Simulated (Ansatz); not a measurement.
Mulliken charges of AlH₆PSi (`[SiH3][AlH][PH2]`) from r2SCAN/def2-TZVPP in Ansatz (PBE0-D4/def2-TZVP geometry).

| atom | x (Å) | y (Å) | z (Å) | charge (e) |
| --- | --- | --- | --- | --- |
| Si1 | -1.046 | 1.012 | -0.997 | 0.011 |
| Al2 | 0.858 | 0.277 | 0.367 | 0.481 |
| P3 | 0.631 | -1.530 | 1.809 | -0.197 |
| H4 | -2.284 | 0.236 | -0.704 | -0.063 |
| H5 | -0.741 | 0.832 | -2.447 | -0.065 |
| H6 | -1.354 | 2.456 | -0.790 | -0.063 |
| H7 | 2.231 | 1.078 | 0.378 | -0.162 |
| H8 | -0.102 | -2.319 | 0.883 | 0.028 |
| H9 | 1.895 | -2.089 | 1.485 | 0.030 |

Q: By hand: the dipole of these point charges (1 e Å = 4.8032 D).

A: Σ q r = (0.247, -0.080, 0.070) e Å, of length 0.269 e Å = 1.29 D.

Q: How does the dipole of the full density compare? (An estimate is asked.)

A: Computed: (0.071, -0.056, -0.090) e Å, 0.61 D; the point charges give 2.11 times that, at 63° from its direction.

Point charges leave out the atoms' own dipoles, such as those of lone pairs, and Mulliken's split depends on the basis, so the two needn't agree.
